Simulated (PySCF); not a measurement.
**EPR parameters of C6H11**

C₆H₁₁ (doublet state).
Z-matrix (Å and degrees, GFN2-xTB geometry), rows numbered from 1:
```
C 
C   1  1.2927
C   2  1.4656  1  143.56
C   3  1.5346  2  108.98  1  -105.34
C   3  1.5424  2  110.29  1    14.90
C   3  1.5360  2  109.16  1   134.86
H   1  1.0938  2  124.33  3    -0.01
H   1  1.0812  2  121.99  3   179.89
H   4  1.0880  3  110.14  2  -178.68
H   4  1.0879  3  110.34  2    61.30
H   4  1.0876  3  110.53  2   -58.60
H   5  1.0872  3  110.38  2    59.16
H   5  1.0871  3  110.23  2   -60.89
H   5  1.0880  3  109.86  2   179.21
H   6  1.0878  3  110.34  2   -60.48
H   6  1.0876  3  110.35  2    59.31
H   6  1.0879  3  110.32  2   179.43
```

The hyperfine couplings belong to this conformer and change with its torsions.

Identity: `C=[C]C(C)(C)C` [radical].

Computed with UKS B3LYP, pcH-1 on C H, non-relativistic, mean-field spin-orbit, GIAO in PySCF 2.14.0. Geometry: GFN2-xTB; no solvent, vibrations or thermal averaging. The geometry wasn't refined by DFT: couplings that depend on bond lengths, twists or pyramidal angles can differ widely from those at the functional's own minimum. No stability test was run, so a lower SCF solution isn't excluded.

- g1, g2, g3: 2.00151, 2.00212, 2.00288
- g_iso: 2.00217
- Form of g: rhombic: the two nearest values differ by 45 % of g3 − g1
- ⟨S²⟩: 0.7580 (exact 0.7500)
- HOMO–LUMO gap, α and β orbitals: 6.19, 5.43 eV
- Basis functions: 260

Isotropic coupling and dipolar principal values T1 to T3, in mT; ρ(0) is the spin density at the nucleus (MHz turned into mT with g_iso):

| atom | isotope | a_iso | T1 | T2 | T3 | Mulliken spin population | ρ(0) (bohr⁻³) |
| --- | --- | --- | --- | --- | --- | --- | --- |
| C1 | 13C | -0.15 | -0.61 | 0.06 | 0.56 | -0.16 | -0.0038 |
| C2 | 13C | 9.31 | -2.90 | -2.21 | 5.11 | 0.99 | 0.2322 |
| C3 | 13C | 0.40 | -0.18 | -0.16 | 0.34 | -0.04 | 0.0100 |
| C4 | 13C | 0.24 | -0.05 | -0.03 | 0.08 | 0.00 | 0.0059 |
| C5 | 13C | 1.58 | -0.19 | -0.19 | 0.38 | 0.05 | 0.0393 |
| C6 | 13C | 0.99 | -0.08 | -0.08 | 0.16 | 0.01 | 0.0246 |
| H7 | 1H | 6.42 | -0.16 | -0.07 | 0.23 | 0.10 | 0.0403 |
| H8 | 1H | 4.21 | -0.23 | -0.19 | 0.41 | 0.05 | 0.0264 |
| H9 | 1H | -0.03 | -0.07 | -0.05 | 0.13 | 0.00 | -0.0002 |
| H10 | 1H | -0.03 | -0.11 | -0.10 | 0.21 | 0.00 | -0.0002 |
| H11 | 1H | -0.04 | -0.15 | -0.11 | 0.26 | 0.00 | -0.0003 |
| H12 | 1H | -0.10 | -0.16 | -0.07 | 0.22 | 0.00 | -0.0006 |
| H13 | 1H | -0.12 | -0.16 | -0.05 | 0.22 | 0.00 | -0.0007 |
| H14 | 1H | 0.77 | -0.13 | -0.03 | 0.17 | 0.01 | 0.0048 |
| H15 | 1H | -0.04 | -0.13 | -0.11 | 0.24 | 0.00 | -0.0003 |
| H16 | 1H | -0.05 | -0.18 | -0.11 | 0.29 | 0.00 | -0.0003 |
| H17 | 1H | 0.12 | -0.08 | -0.06 | 0.14 | 0.00 | 0.0007 |

Largest spin populations (Mulliken): C2 (+0.99), C1 (-0.16) and H7 (+0.10). No atom but C2 exceeds +0.15. The positive populations add up to 1.21 and the negative ones to -0.21, together 2S = 1.

Axes: g2 points within 14° of the C1–H7 bond.

Under fast tumbling the dipolar parts average out, and these isotropic splittings remain: 1 × 1H (H7, I = 1/2, 2 lines) with 6.42 mT, 1 × 1H (H8, I = 1/2, 2 lines) with 4.21 mT and 9 × 1H (H9 (×9), I = 1/2, 10 lines) with 0.05 mT.

Nuclei that the bonding pattern makes equivalent are averaged, as if the motion that swaps them (rotation, inversion, ring flip) were fast. The nine 1H nuclei of mean +1.5 MHz run from -3.3 to 21.5 MHz in the frozen geometry.

The 13C coupling of C2 (261.0 MHz) shows only in satellite lines or after enrichment, since that isotope makes up about 1.07 % of natural carbon.

The spin density at the nucleus, in bohr⁻³, is negative for C1 (-0.0038), for instance. A restricted open-shell determinant has no negative spin density anywhere; here it arises because α and β orbitals differ (spin polarisation).

The run took 62 s (with the writing of density and orbital grids) on one thread of an Arm Neoverse V1 (shared host), and the process peaked at 0.97 GiB of memory.
